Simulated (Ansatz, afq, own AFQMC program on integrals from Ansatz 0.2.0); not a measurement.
# AlSiH₃ClF, singlet: energetics from AFQMC and coupled cluster

```xyz
7

F    -0.4566   -2.4451    0.8086
Al   -0.7821   -1.0684   -0.0666
Si    0.7081    0.8451    0.0899
Cl   -2.5020   -1.1322   -1.2628
H     2.0824    0.4487   -0.3489
H     0.7853    1.3182    1.5070
H     0.2262    1.9658   -0.7730
```

Geometry: a PBE0/def2-SVP stationary point, not shown to be a minimum. Basis def2-TZVP. Only valence electrons are correlated. AFQMC by an in-house program on the Cholesky factors that Ansatz 0.2.0 writes for its CCSD(T) run. The CISD trial takes its coefficients from CCSD amplitudes. Released means that phaseless walkers are propagated on without the constraint, phases kept. Uncertainties: one standard error, sampling alone.

Best estimates are CCSD(T) at the basis-set limit (def2-TZVPP/QZVPP) plus the step from CCSD(T) to the highest rung at hand in def2-TZVP, named in the table (released AFQMC can keep some 10 meV of bias). Fragments are relaxed and keep their bonds. No zero-point, core-correlation or spin–orbit terms. Other levels are in def2-TZVP; a dash marks a level that is missing or breaks spin symmetry for a member.

Cautions: AlSiH₃ClF (singlet): the released value is read at 0.90 1/Eh with a noise of 16 meV, more than in the cases checked (meV from the phaseless value at times in 1/Eh: 16 ± 9 at 0.21, 23 ± 13 at 0.42, 19 ± 10 at 0.63, 25 ± 16 at 0.90); AlSiH₃F (doublet): the ph-AFQMC/CISD walk drifts between its halves (2.9 errors), the released value is read at 1.50 1/Eh (meV from the phaseless value at times in 1/Eh: -9 ± 9 at 0.24, -17 ± 6 at 0.51, -24 ± 9 at 0.99, -5 ± 10 at 1.50).

```csv
process,best estimate (eV),highest rung
Al2–Cl4 → AlSiH3F (doublet) + Cl (doublet),5.24 ± 0.02,released AFQMC
to free atoms,23.21 ± 0.02,released AFQMC
```

Errors against the best estimates in eV, the processes numbered in the order above:

```csv
level,"error, 1","error, 2"
MP2,0.01,-0.60
CCSD(T),-0.20,-0.97
ph-AFQMC/CISD,-0.17 ± 0.01,-0.94 ± 0.01
CCSD(T)/CBS,0.01,0.01
PBE,-0.25,-0.45
r2SCAN,-0.15,-0.12
PBE0,-0.24,-0.66
B3LYP,-0.36,-0.66
wB97M-V,-0.02,-0.21
B2PLYP,-0.22,-0.62
```

Cost at the first geometry (cards were shared with other jobs): PBE0/def2-TZVP, 7 s on 1 thread of AMD EPYC 7R13 Processor (Zen 3) (shared host); RCCSD(T)/def2-TZVP, 6 s on 1 × NVIDIA H100 80GB HBM3 with 1 thread of AMD EPYC 7R13 Processor (Zen 3) (shared host); CCSD(T)/def2-QZVPP, 11 s on 1 × NVIDIA H100 80GB HBM3 with 1 thread of AMD EPYC 7R13 Processor (Zen 3), with other jobs on the host; ph-AFQMC/CISD with release, 4.3 min on 1 × NVIDIA H100 80GB HBM3 with 2 threads of AMD EPYC 7R13 Processor (Zen 3), on a shared host.

Best estimates are given only where the step beyond CCSD(T) is under 0.3 eV and no member's determinant is very poor (T1 over 0.05, or 0.07 for open shells, ⟨S²⟩ too high by 0.3, two states mixed), so the hardest cases are missing from such tables.

The functionals ran in a triple-zeta set and keep a basis error of their own, a few kJ/mol for each bond in atomization energies and more for double hybrids, so close places among them and the extrapolated levels can swap.

Each member of a difference takes its own highest rung, so a best estimate needn't equal the limit plus the step of one row. Released energies are given only where the last usable release times agree within the noise; a slower fall can still hide under it.
